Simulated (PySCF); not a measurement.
# C2Cl4: the cost of one run

Programs: PySCF 2.14.0, with density-fitted response routines of our own. Each step states its level of theory. These are calculated values for one molecule in the gas phase, unless marked as measured. Atoms count from 0, in the outputs and in this text.

## Step 1: Starting geometry

6 atoms, charge 0, multiplicity 1; geometry from: GFN2-xTB.

Bonds of the start (Å): Cl0–C1 1.71, C1–Cl2 1.71, C1–C3 1.34, C3–Cl4 1.71, C3–Cl5 1.71.

## Step 2: Relaxing the molecule at PBE0-D3(BJ)/def2-TZVP

The job: settings as JSON, then the geometry in Å.

```
{"job": {"xc": "PBE0", "basis": "def2-TZVP", "d3": "d3bj", "grid": 2, "kind": "geom"}, "charge": 0, "multiplicity": 1}
Cl     0.920750    -1.932630    -0.098400
C      0.620070    -0.251750    -0.001810
Cl     2.003400     0.755500     0.090170
C     -0.621550     0.248080     0.001560
Cl    -0.920650     1.932910     0.093670
Cl    -2.003500    -0.755780    -0.085440
```

Q: Estimate the wall time of this first job on 8 threads of Arm Neoverse V1, shared host.

About 57 s.
